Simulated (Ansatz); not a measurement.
Coupled-cluster diagnostics for [Al(OMe)H3]- (CH6AlO⁻), Ansatz.

Geometry of the singlet (r2SCAN-D4/def2-TZVPD):

```tsv
atom	x (Å)	y (Å)	z (Å)
Al1	-0.3021	-0.0618	1.3378
O2	-0.2428	-0.7770	-0.2957
C3	0.2592	-0.0626	-1.3696
H4	1.2900	0.3056	-1.1992
H5	-0.3523	0.8275	-1.6189
H6	0.2908	-0.6915	-2.2769
H7	-0.9189	-1.1952	2.3413
H8	-1.2487	1.2861	1.3019
H9	1.2249	0.3688	1.7792
```

Correlated methods freeze 7 core orbitals.

Estimate the CCSD(T) correlation energy, the shares of MP2 and (T), T1 and the reference's ⟨S²⟩ for: charge -1, singlet, own geometry in def2-TZVPPD; and the rough time on 4 threads of Arm Neoverse V1 on a shared host.


```csv
state,basis,correlation (eV),MP2 share (%),(T) share (%),T1,⟨S²⟩ (pure),wall time
"charge -1, singlet, own geometry",def2-TZVPPD,-16.145,90.6,3.3,0.011,0.00 (0.00),3.5 min
```
Customary marks for T1 are 0.02 (closed shells), 0.045 (open shells) and about 0.05 (3d metals). T1 stays under 0.02 throughout.
